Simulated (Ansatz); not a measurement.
BH2Et (C₂H₇B), relaxed as a singlet with RKS PBE-D4/def2-TZVP in Ansatz, starting from the GFN2-xTB geometry. Force threshold 0.02 eV/Å.

Another isomer (singlet) lies 0.72 eV lower at PBE0-D4/def2-TZVP; other spin states weren't run for this one.

Start:

| atom | x (Å) | y (Å) | z (Å) |
| --- | --- | --- | --- |
| B1 | 0.191 | -1.050 | 0.952 |
| C2 | 0.304 | -0.367 | -0.462 |
| C3 | -0.354 | 1.024 | -0.377 |
| H4 | 0.986 | -0.819 | 1.778 |
| H5 | -0.715 | -1.744 | 1.205 |
| H6 | -0.201 | -0.926 | -1.252 |
| H7 | 1.340 | -0.222 | -0.777 |
| H8 | -0.294 | 1.531 | -1.338 |
| H9 | -1.402 | 0.935 | -0.099 |
| H10 | 0.145 | 1.639 | 0.369 |

(1) Estimate the energy that the relaxation releases and the steps that it takes.

(2) Does the start keep its bonding and symmetry?

(3) Predict the relaxed structure.

Answers

(1) 1.3 kcal/mol, in 6 steps; 7 s on 2 threads of Arm Neoverse V1 on a shared host. No frequencies were taken in this run, so the end may be a saddle point.

(2) By distances, no bond broke or formed. The bond that changes most is B1–H5, from 1.17 to 1.21 Å (atoms count from 1).

(3) 
```xyz
10

B     0.1901   -1.0171    0.9171
C     0.3417   -0.3956   -0.5007
C    -0.3553    0.9905   -0.3497
H     1.0048   -0.7927    1.7769
H    -0.7989   -1.6386    1.2151
H    -0.1714   -0.9597   -1.2941
H     1.3853   -0.2292   -0.8079
H    -0.3218    1.5384   -1.3023
H    -1.4128    0.8885   -0.0639
H     0.1382    1.6156    0.4093
```
Bond lengths: 1 × B–C 1.56 Å; 1 × C–C 1.56 Å; 5 × C–H 1.10 Å; 2 × B–H 1.21 Å.
